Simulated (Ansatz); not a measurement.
# C3H4: the cost of one run

Computed with Ansatz 0.2.0 (the levels named in each step, unless a step's input says otherwise).

## 1. The system as given

Bond lengths: C1–C2 1.196 Å, C2–C3 1.445 Å, C1–H4 1.049 Å, C3–H5 1.089 Å, C3–H6 1.091 Å, C3–H7 1.089 Å. Angles: C1–C2–C3 179.5°, C2–C1–H4 179.8°, C2–C3–H5 110.1°, C2–C3–H6 109.7°, C2–C3–H7 110.0°, H5–C3–H6 109.0°, H5–C3–H7 109.1°, H6–C3–H7 108.9°.

Coordinates:

```xyz
7

C     1.3439   -0.0658   -0.1275
C     0.1545   -0.0117   -0.0132
C    -1.2827    0.0656    0.1207
H     2.3866   -0.1171   -0.2269
H    -1.7273    0.4127   -0.8108
H    -1.6838   -0.9206    0.3588
H    -1.5466    0.7568    0.9202
```

## 2. A rough first relaxation, PBE-D4/def2-SVP

This run stands in another session on the same molecule. It ended at:

```xyz
7

C     1.3774   -0.0670   -0.1309
C     0.1619   -0.0104   -0.0146
C    -1.2866    0.0639    0.1217
H     2.4519   -0.1206   -0.2329
H    -1.7611    0.4175   -0.8174
H    -1.7200   -0.9287    0.3642
H    -1.5789    0.7650    0.9311
```

## 3. Relaxation, PBE0-D4/def2-TZVPP

This run stands in another session on the same molecule. It ended at:

```xyz
7

C     1.3541   -0.0671   -0.1284
C     0.1610   -0.0077   -0.0155
C    -1.2802    0.0641    0.1210
H     2.4114   -0.1197   -0.2285
H    -1.7420    0.4118   -0.8053
H    -1.6979   -0.9161    0.3595
H    -1.5617    0.7545    0.9186
```

## 4. Frequencies, PBE0-D4/def2-TZVPP

Input file input.yaml:

```yaml
crystal:
  periodic: [false, false, false]
  atoms:
    - { symbol: C, position_ang: [1.35409852, -0.06707845, -0.12841518] }
    - { symbol: C, position_ang: [0.1610098, -0.00770798, -0.01546121] }
    - { symbol: C, position_ang: [-1.2802035, 0.06409271, 0.12095314] }
    - { symbol: H, position_ang: [2.41142482, -0.11971217, -0.22851472] }
    - { symbol: H, position_ang: [-1.74197641, 0.41177419, -0.80533345] }
    - { symbol: H, position_ang: [-1.69794893, -0.91607293, 0.35946839] }
    - { symbol: H, position_ang: [-1.56174431, 0.75446462, 0.91860302] }
basis:
  gaussian: { orbitals: def2-TZVPP }
hamiltonian:
  xc: pbe0
  dispersion: d4
phonons: {}
```

Run with:

```
ansatz run input.yaml --threads 4 --pin off --max-ram 10240MiB --backend cpu --events-out ev --progress --plain --runs-dir out
```

What time and memory should one allow on 4 threads of Intel Xeon at 2.50GHz (Skylake/Cascade Lake), shared host?

About 2.6 min, with a peak of 0.24 GiB.
